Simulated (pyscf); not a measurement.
Thermochemistry of product channels of H₃C–SiH₂• (SMILES C[SiH2]) on the doublet surface, in kcal/mol, from ωB97M-D3(BJ)/def2-TZVP energies (ideal gas, 1 atm, RRHO with modes under 100 cm⁻¹ raised to 100, one conformer, R ln 2 for rigid chiral ones). Structures and frequencies: ωB97X-D3(BJ)/def2-SVP in PySCF.

```
products                                                  ΔE  ΔH(298 K)  ΔG(298 K)  ΔG(600 K)
----------------------------------------------------  ------  ---------  ---------  ---------
[H₂C=SiH]• (SMILES C=[SiH]) + H₂ (SMILES [H][H])       +58.2      +53.1      +44.8      +36.0
H₃C–SiH: (SMILES C[SiH]) [singlet] + H• (SMILES [H])   +70.0      +65.5      +57.8      +49.7
CH₂ (SMILES [CH2]) [triplet] + SiH₃• (SMILES [SiH3])  +113.2     +106.8      +96.5      +85.8
CH₃• (SMILES [CH3]) + SiH₂ (SMILES [SiH2]) [singlet]   +68.0      +63.4      +53.7      +43.8
```

These are energies of the channels, which say nothing of barriers.
